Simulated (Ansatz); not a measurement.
Process, species as SMILES: C=[C]F → C=[C-]F (an electron is taken up)
B3LYP-D3(BJ)/def2-TZVP geometries, fixed; electronic energies without zero-point terms; positive where energy is released.
Largest species:
```xyz
5

C     -0.0030     0.4279    -0.0061
C      1.2000    -0.0902     0.0004
F     -1.1765    -0.1568     0.0031
H      1.3403    -1.1676     0.0158
H      2.0667     0.5527    -0.0094
```
Charge 0, spin multiplicity 2.

The adiabatic electron affinity at MP2 with Ansatz (an electronic-structure program), in eV, split into its Hartree-Fock and correlation parts. Cores are frozen. An unrestricted Hartree-Fock determinant is markedly spin-contaminated. Open shells are unrestricted. No added dispersion term, no relativity. Functions are those of the species that has most. These sets lack the diffuse functions that anions need.

```json
[
 {"basis": "cc-pVDZ", "X": "2", "functions": "52", "Hartree-Fock": "-0.319", "MP2": "0.764"},
 {"basis": "cc-pVTZ", "X": "3", "functions": "118", "Hartree-Fock": "-0.178", "MP2": "1.280"},
 {"basis": "cc-pVQZ", "X": "4", "functions": "225", "Hartree-Fock": "-0.074", "MP2": "1.535"},
 {"basis": "cc-pV5Z", "X": "5", "functions": "383", "Hartree-Fock": "-0.006", "MP2": "1.686"}
]
```

Worked estimate of the basis-set limit from each neighbouring pair, with Hartree-Fock from the larger set and the correlation part extrapolated as X^-3.
Correlation parts: X = 2: 1.083, X = 3: 1.458, X = 4: 1.609, X = 5: 1.692.
- (2,3): (27·(1.458) - 8·(1.083))/19 = 1.616; with Hartree-Fock -0.178 the estimate is 1.438 eV.
- (3,4): (64·(1.609) - 27·(1.458))/37 = 1.719; with Hartree-Fock -0.074 the estimate is 1.645 eV.
- (4,5): (125·(1.692) - 64·(1.609))/61 = 1.779; with Hartree-Fock -0.006 the estimate is 1.773 eV.
The last two estimates differ by 0.128 eV; the largest set lies 0.087 from the last. Over the last step Hartree-Fock moves by 0.068 and the correlation part by 0.083.
